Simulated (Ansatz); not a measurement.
Species: C₃H₇ (charge -1, singlet). It need not be the lowest isomer of its formula. Whether it binds its extra electron was not tested at this geometry. 
Structure (B3LYP-D3(BJ)/def2-TZVP (Ansatz, an electronic-structure program) minimum search):
```
C
H 1 1.1047
H 1 1.1047 2 104.78
C 1 1.5131 2 110.17 3 118.48
H 4 1.1067 1 109.71 2 -178.90
H 4 1.1067 5 107.03 1 118.97
C 1 1.5560 2 106.17 3 -112.12
H 7 1.0958 1 109.95 2 176.80
H 7 1.0958 8 106.98 1 -119.37
H 7 1.1093 8 108.07 9 -116.16
```
Charge -1, spin multiplicity 1.

Total electronic energies in hartree. Cores are frozen in the correlated levels unless marked. Spin-orbit coupling is left out. Non-relativistic. 

```json
[
 {"level": "revPBE/def2-TZVPD", "program": "Ansatz", "energy (Eh)": "-118.46955"},
 {"level": "PBE0/6-31G*", "program": "Ansatz", "energy (Eh)": "-118.27103"},
 {"level": "wB97X-V/def2-TZVPD", "program": "Ansatz", "energy (Eh)": "-118.46305"},
 {"level": "B2GP-PLYP/def2-TZVPD", "program": "Ansatz", "energy (Eh)": "-118.35137"},
 {"level": "B2PLYP-D3(BJ)/def2-TZVPD", "program": "Ansatz + dftd3", "energy (Eh)": "-118.38170"},
 {"level": "B2PLYP-D4/def2-TZVPD", "program": "Ansatz + dftd4", "energy (Eh)": "-118.38208"},
 {"level": "RI-MP2/cc-pVTZ", "program": "Ansatz", "energy (Eh)": "-118.16188"},
 {"level": "CCSD/aug-cc-pVDZ", "program": "Ansatz", "energy (Eh)": "-118.11070"}
]
```

Totals of different functionals don't rank their quality; only differences between species are comparable.
